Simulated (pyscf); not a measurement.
## Concerted two-bond exchange: O=AsH + SiH₄ -> HO–AsH₂ + SiH₂ [singlet]

Gas phase, singlet surface, charge 0. Bonds broken: Si4–H5, Si4–H6. Bonds formed: O1–H5, As2–H6. Structures and frequencies: ωB97X-D3(BJ)/def2-SVP in PySCF. MP2 and CC: frozen core, UHF for open shells. ΔMP2 is the change of the MP2 total energy from the triple- to the quadruple-zeta basis.

Transition state (Å):

```xyz
8

O      1.3172    -1.0662    -0.5359
As     1.3547     0.5981    -0.2617
H      2.0322     0.6788     1.1302
Si    -0.7957    -0.8229     1.3095
H      0.4664    -1.4978     0.3714
H     -0.1545     0.5935     0.7137
H     -0.9308    -0.5702     2.7854
H     -2.2055    -0.6915     0.8055
```

One imaginary mode, 1411i cm⁻¹; descent along it reached the two sides named, in the forms told below.

```
bond    change  reactant side (Å)  saddle  product side
------  ------  -----------------  ------  ------------
Si4–H5  breaks              1.488   1.711           2.7
Si4–H6  breaks              1.493   1.665         1.854
O1–H5    forms                3.0   1.317         0.974
As2–H6   forms                3.1   1.797         1.585
```

Electronic energies relative to the separated reactants (kcal/mol):

```json
[
 {"level": "ωB97X-D3(BJ)/def2-TZVP", "barrier": "23.0", "reaction energy": "+19.5", "reverse barrier": "3.5"},
 {"level": "PBE/def2-TZVP", "barrier": "15.5", "reaction energy": "+21.8", "reverse barrier": "-6.3"},
 {"level": "r²SCAN/def2-TZVP", "barrier": "17.7", "reaction energy": "+22.8", "reverse barrier": "-5.0"},
 {"level": "B3LYP-D3(BJ)/def2-TZVP", "barrier": "21.4", "reaction energy": "+19.8", "reverse barrier": "1.6"},
 {"level": "PBE0-D3(BJ)/def2-TZVP", "barrier": "16.8", "reaction energy": "+17.8", "reverse barrier": "-1.0"},
 {"level": "M06-2X/def2-TZVP", "barrier": "21.4", "reaction energy": "+13.9", "reverse barrier": "7.5"},
 {"level": "ωB97M-D3(BJ)/def2-TZVP", "barrier": "24.5", "reaction energy": "+16.3", "reverse barrier": "8.2"},
 {"level": "HF/def2-TZVP", "barrier": "41.9", "reaction energy": "+11.4", "reverse barrier": "30.5"},
 {"level": "MP2/def2-QZVPP", "barrier": "26.2", "reaction energy": "+25.0", "reverse barrier": "1.2"},
 {"level": "CCSD/def2-TZVPP", "barrier": "28.9", "reaction energy": "+15.5", "reverse barrier": "13.3"},
 {"level": "CCSD(T)/def2-TZVPP", "barrier": "26.4", "reaction energy": "+18.8", "reverse barrier": "7.7"},
 {"level": "CCSD(T)/def2-TZVPP + ΔMP2(QZVPP)", "barrier": "26.2", "reaction energy": "+19.7", "reverse barrier": "6.5"}
]
```

With CCSD(T)/def2-TZVPP + ΔMP2(QZVPP) energies and thermal terms (ideal gas, 1 atm, RRHO with modes under 100 cm⁻¹ raised to 100, one conformer, R ln 2 for chiral ones without a mode under 150 cm⁻¹), in kcal/mol:

```json
[
 {"T (K)": "298", "ΔH‡": "25.1", "ΔG‡": "34.7", "ΔH": "+20.6", "ΔG": "+19.4"},
 {"T (K)": "600", "ΔH‡": "25.6", "ΔG‡": "44.3", "ΔH": "+21.0", "ΔG": "+18.1"},
 {"T (K)": "900", "ΔH‡": "26.4", "ΔG‡": "53.5", "ΔH": "+21.1", "ΔG": "+16.6"},
 {"T (K)": "1200", "ΔH‡": "27.2", "ΔG‡": "62.4", "ΔH": "+21.0", "ΔG": "+15.1"}
]
```

On the product side the descent ends in a bound adduct, 15.2 kcal/mol under the separated species and 18.7 kcal/mol under the saddle at ωB97X-D3(BJ)/def2-TZVP. At PBE, r²SCAN, PBE0-D3(BJ) the saddle lies under the separated products, which points to a path from their complex (located at ωB97X-D3(BJ) alone), and parting the products costs more than the saddle. The same reactants have a lower exit, to H₃Si–O–AsH₂ (barrier +6.1 kcal/mol at ωB97M-D3(BJ), against +24.5 kcal/mol here). O=AsH lies 7.5 kcal/mol over its isomer HO–As: [triplet] (electronic energy, ωB97M-D3(BJ)). One saddle was located; it need not be the lowest between these sides. The CCSD(T) − MP2 part came from Ansatz, without density fitting, on the same reference. The frozen core leaves the outer d or s,p core shells of the metals and heavy elements correlated in the MP2 and CC values, and def2-TZVPP describes them poorly, which can shift differences by a few kcal/mol. Elements up to Kr have no core potential and no relativistic terms here.
